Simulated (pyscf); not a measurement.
`[F][BH][F]` + `[ClH]` → `[F][B]([F])[Cl]` + `[H][H]` (four-centre exchange; singlet surface; B–H, Cl–H broken, B–Cl, H–H formed). Single points on ωB97X-D3(BJ)/def2-SVP structures (PySCF, gas phase). Rate constants from transition-state theory, ωB97M-D3(BJ)/def2-TZVP energies (ideal gas, 1 atm, RRHO with modes under 100 cm⁻¹ raised to 100, one conformer, R ln 2 for chiral ones without a mode under 150 cm⁻¹; no tunnelling), k in cm³ molecule⁻¹ s⁻¹.

| T (K) | 1000/T | log10 k |
|---|---|---|
| 298 | 3.354 | -33.93 |
| 600 | 1.667 | ? |
| 900 | 1.111 | -19.72 |
| 1200 | 0.833 | -17.80 |

Task: Fit an Arrhenius line to the three values, give the activation energy, and predict k at 600 K.

Result: Least squares gives log10 k = -12.56 − 6.37 × 1000/T, so Ea = 6.37 × ln 10 × 1.987 = 29.1 kcal/mol, against an electronic barrier of 27.9. At 600 K the line gives -23.18; the computed value is -23.35 (ΔG‡ = 47.7 kcal/mol), a factor 1.5 under the line, since the plot is curved. One saddle was located; it need not be the lowest between these sides.
